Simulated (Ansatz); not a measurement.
Zone-centre TO phonon frequency of some III–V compounds, all zinc-blende

Method: PBE-D3(BJ) in Ansatz (PAW). References are measured values at room or unstated temperature, uncorrected unless marked, so that the deviations hold thermal and zero-point effects besides the level's error.

Values in cm⁻¹.

```csv
solid,reference,PBE-D3(BJ),deviation (%)
zinc-blende InP,307,297,-3.3
zinc-blende BP,794,822,+3.5
zinc-blende GaP,366,359,-1.9
zinc-blende AlAs,361,359,-0.6
zinc-blende GaAs,271,263,-3.0
cubic BN,1055,1046,-0.9
```

Over these 6 solids the mean deviation is -1.0 %, the mean absolute deviation 2.2 % (median 2.4 %), and the worst case zinc-blende BP at +3.5 %; the value is below the reference in 5 of 6 cases.

Spin–orbit coupling is left out, also for the solids with elements from indium on (zinc-blende InP); its size isn't shown.

Differences are worked out from the printed values.

Each level is taken at its own relaxed cell. Caveats: the dispersion coefficients are held fixed in the derivatives (zinc-blende InP, zinc-blende BP, zinc-blende GaP, zinc-blende AlAs, zinc-blende GaAs, cubic BN). Ansatz's density-functional and Hartree–Fock values are scalar-relativistic unless marked +SOC, with PAW data made under PBE.

Not in this set, of the III–V compounds with a reference value in our tables and a result at some level: 3 for a doubt noted on the run at PBE-D3(BJ). These can be a level's best or worst cases. At least 1 more with a reference value is held back for tests. Solids without a released value at any level aren't counted. Layered and molecular crystals are counted apart.

References as tabulated in Han and Bester (2011), arXiv:1107.0196; Ioffe Institute, NSM Archive: InP, mechanic properties page; Solozhenko et al. (2014), arXiv:1505.05714; Giannozzi et al., Phys. Rev. B (1991) and others.

Ansatz is a first-principles code.
